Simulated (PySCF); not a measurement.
Threshold energies of SiC in a plasma

PBE0 in PySCF with def2-TZVP on every atom, for the lowest determinant that a PBE0 search found; no spin–orbit coupling.

```tsv
species	state (unpaired electrons)	Re (Å)	ωe (cm⁻¹)	energy of the minimum from the neutral (eV)	De (eV)	dissociates to
SiC	triplet (σ ↑, π ↑)	1.710	995	0.00	4.42	Si + C
SiC⁺	quartet (σ ↑, π ↑↑)	1.816	842	8.81	3.83	Si⁺ + C
```

Task: Work out the lowest energy to break SiC into atoms, from its vibrational ground state.

Result: D0 = De − ωe/2 = 4.42 − 0.06 = 4.36 eV (PBE0/def2-TZVP).

Task: Work out the ionisation energy of the Si atom at this level and the threshold of dissociative ionisation.

Result: IE(Si) = 8.81 + 3.83 − 4.42 = 8.22 eV, so Si⁺ + C + e⁻ appears at D0 + IE(Si) = 12.58 eV (PBE0/def2-TZVP). The measured IE(Si) is 8.152 eV (NIST ASD).

These are thermodynamic thresholds; the onsets seen under electron impact lie higher where the geometry changes, and cross-sections peak well above them.

For an ion De counts to the pair picked by the measured ionisation energies or electron affinities, which need not be the lowest pair at this level. States were picked by a PBE0 search and need not be the measured ground states.
